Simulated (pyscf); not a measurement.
## Hydrogen abstraction: `[CH3][CH3]` + `[CH3]` [doublet] → `[CH2][CH3]` [doublet] + `[CH4]`

Gas phase, doublet surface, charge 0. Bonds broken: C1–H3. Bonds formed: H3–C9. PySCF, gas phase, ωB97X-D3(BJ)/def2-SVP geometries.

Transition state (Å):

```xyz
12

C     -1.2667    -0.4179    -0.3212
C     -0.5976     0.5131    -1.3083
H     -0.9621     0.0002     0.8916
H     -0.8965    -1.4537    -0.3429
H     -2.3664    -0.3934    -0.3393
H     -0.9457     1.5513    -1.1812
H      0.4978     0.5105    -1.1845
H     -0.8101     0.2217    -2.3523
C     -0.6024     0.4953     2.1205
H     -1.1152    -0.1441     2.8502
H     -0.9562     1.5343     2.1274
H      0.4911     0.4083     2.1579
```

One imaginary mode, 1785i cm⁻¹; descent along it reached the two sides named.

| bond | change | reactant side (Å) | saddle | product side |
|---|---|---|---|---|
| C1–H3 | breaks | 1.102 | 1.318 | 2.8 |
| H3–C9 | forms | 2.9 | 1.373 | 1.100 |

Electronic energies relative to the separated reactants (kcal/mol):

| level | barrier | reaction energy | reverse barrier |
|---|---|---|---|
| ωB97X-D3(BJ)/def2-TZVP | 13.5 | -4.2 | 17.8 |
| PBE/def2-TZVP | 8.1 | -5.2 | 13.3 |
| r²SCAN/def2-TZVP | 11.5 | -4.6 | 16.1 |
| B3LYP-D3(BJ)/def2-TZVP | 11.8 | -4.5 | 16.3 |
| PBE0-D3(BJ)/def2-TZVP | 11.0 | -4.5 | 15.5 |
| M06-2X/def2-TZVP | 14.5 | -4.1 | 18.6 |
| ωB97M-D3(BJ)/def2-TZVP | 14.7 | -4.1 | 18.7 |
| HF/def2-TZVP | 29.5 | -2.5 | 32.0 |

With ωB97M-D3(BJ)/def2-TZVP energies and thermal terms (ideal gas, 1 atm, RRHO with modes under 100 cm⁻¹ raised to 100, one conformer, R ln 2 for chiral ones without a mode under 150 cm⁻¹), in kcal/mol:

| T (K) | ΔH‡ | ΔG‡ | ΔH | ΔG |
|---|---|---|---|---|
| 298 | 13.1 | 20.8 | -4.1 | -5.5 |
| 600 | 13.4 | 28.6 | -4.1 | -6.9 |
| 900 | 14.2 | 36.0 | -4.1 | -8.3 |
| 1200 | 15.1 | 43.2 | -4.2 | -9.6 |

One saddle was located; it need not be the lowest between these sides. The angle at the transferred H is 177°.
